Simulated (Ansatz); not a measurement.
Candidate structures of HfO2, relaxed level by level: HfO2 (P2₁/c, No. 14); HfO2 (model structure, started from the tetragonal ZrO2 type, P4₂/nmc, No. 137, 6 atoms in the cell; like a known high-temperature phase); fluorite HfO2 (high-temperature phase). Levels: LDA (plane waves, PAW; Ansatz, a first-principles code), PBEsol (PAW; Ansatz), r²SCAN (Ansatz, PAW).

Task: Rank the structures in energy at 0 K, level by level.

Result: Lowest: LDA, HfO2 (P2₁/c, No. 14); PBEsol, HfO2 (P2₁/c, No. 14); r²SCAN, HfO2 (P2₁/c, No. 14). Energies above the lowest of these candidates, meV/atom:

```json
[
 {"structure": "HfO2 (P2₁/c, No. 14)", "LDA": "0", "PBEsol": "0", "r²SCAN": "0"},
 {"structure": "HfO2 (model structure, started from the tetragonal ZrO2 type, P4₂/nmc, No. 137, 6 atoms in the cell; like a known high-temperature phase)", "LDA": "40", "PBEsol": "46", "r²SCAN": "48"},
 {"structure": "fluorite HfO2 (high-temperature phase)", "LDA": "61", "PBEsol": "71", "r²SCAN": "81"}
]
```

All these levels agree on the lowest structure.

Static-lattice energies; unlike cells have unlike k meshes, which leaves some meV/atom of uncertainty, and other structures than these can lie lower.

Note: symmetry holds this phase in the static calculation, where it need not be a minimum. Note: the relaxation could not lower the start's symmetry, so the cell can be a saddle point above a distorted one.

A model structure was made by putting elements into a prototype or built by hand; it is no filed structure, need not be a known phase, and can be a saddle point held by its symmetry.
